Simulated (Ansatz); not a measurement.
The input, for Ansatz 0.2.0:

```yaml
crystal:
  periodic: [false, false, false]
  atoms:
    - {symbol: B, position_ang: [0.000208, -0.174536, 1.725421]}
    - {symbol: Br, position_ang: [-0.000625, 0.009204, -0.253065]}
    - {symbol: H, position_ang: [0.047339, 1.142392, 1.555005]}
basis:
  gaussian: {orbitals: cc-pVDZ}
magnetization: {spin_polarized: true, initial_magnetization: 3}
correlation: {method: bccd_t, electrons: outside_noble_gas}
accuracy: high
```

```sh
$ ansatz run in.yaml --threads 1 --pin off --events-out ev --progress --plain --max-ram 2393MiB
```

Log:

```
921 factors; integrals over basis functions are off by at most 4.6e-9 eV
mean field evaluation 1: about -70678.7917 eV, gradient 9.5e0 eV
mean field evaluation 2: about -70678.8348 eV, gradient 9.6e0 eV
mean field evaluation 4: about -70680.3969 eV, gradient 2.3e0 eV
mean field evaluation 8: about -70680.5390 eV, gradient 1.9e-1 eV
mean field evaluation 16: about -70680.5406 eV, gradient 2.7e-8 eV
mean field evaluation 32: about -70678.9488 eV, gradient 3.7e0 eV
mean field evaluation 64: about -70678.2039 eV, gradient 4.6e-4 eV
mean field evaluation 96: about -70674.0897 eV, gradient 7.8e0 eV
mean field -70680.54056548 eV, -2597.4619567904 hartree, gradient 1.8e-8 eV, S^2 3.766891; 2 other end points of the search recorded, 0 dependent functions left out
determinant -70680.54056548 eV, -2597.4619567904 hartree, with singles and doubles -70685.65742813 eV, -2597.6499980243 hartree
determinant -70679.07997965 eV, -2597.4082812509 hartree, with singles and doubles -70684.05423680 eV, -2597.5910818298 hartree
determinant -70678.20386429 eV, -2597.3760846053 hartree, with singles and doubles -70683.30037616 eV, -2597.5633779621 hartree
15 core orbitals not correlated: weight in the atoms' cores, before any rotation towards them, 1.000 or more for the frozen orbitals, at most 0.000 for the correlated occupied ones
reference -70680.54056548 eV, -2597.4619567904 hartree; 7, 4 occupied and 24, 27 virtual orbitals, 921 factors
second order -4.46280179 eV of doubles, -0.00000000 eV of singles
cycle   1  -5.10900140 eV  change    7.9e-3 eV  update   6.3e-3
cycle   2  -5.10792702 eV  change    1.1e-3 eV  update   1.5e-3
cycle   3  -5.10774164 eV  change    1.9e-4 eV  update   7.2e-4
cycle   4  -5.10752767 eV  change    2.1e-4 eV  update   4.0e-4
cycle   5  -5.10767921 eV  change   -1.5e-4 eV  update   2.0e-4
cycle   6  -5.10766252 eV  change    1.7e-5 eV  update   1.0e-4
cycle   7  -5.10765933 eV  change    3.2e-6 eV  update   5.8e-5
cycle   8  -5.10766046 eV  change   -1.1e-6 eV  update   3.1e-5
cycle   9  -5.10766071 eV  change   -2.5e-7 eV  update   1.4e-5
cycle  10  -5.10766027 eV  change    4.4e-7 eV  update   5.4e-6
cycle  11  -5.10766023 eV  change    4.0e-8 eV  update   1.9e-6
cycle  12  -5.10766062 eV  change   -3.9e-7 eV  update   7.6e-7
cycle  13  -5.10766091 eV  change   -2.8e-7 eV  update   2.8e-7
cycle  14  -5.10766098 eV  change   -7.5e-8 eV  update   1.2e-7
cycle  15  -5.10766100 eV  change   -1.8e-8 eV  update   5.1e-8
cycle  16  -5.10766098 eV  change    1.4e-8 eV  update   2.8e-8
cycle  17  -5.10766097 eV  change    1.2e-8 eV  update   1.8e-8
cycle  18  -5.10766087 eV  change    1.1e-7 eV  update   6.9e-8
cycle  19  -5.10766085 eV  change    1.4e-8 eV  update   2.0e-8
cycle  20  -5.10766085 eV  change    2.3e-9 eV  update   5.2e-9
cycle  21  -5.10766085 eV  change   4.4e-11 eV  update   1.8e-9
cycle  22  -5.10766085 eV  change   3.3e-11 eV  update  6.4e-10
perturbative correction -0.14794853 eV, -0.0054370080 hartree
Total energy: -70685.79617486 eV, -2597.6550968726 hartree
```

Ran on 1 thread of INTEL XEON PLATINUM 8581C, shared host: 3.8 s wall, 0.19 GiB peak host memory.
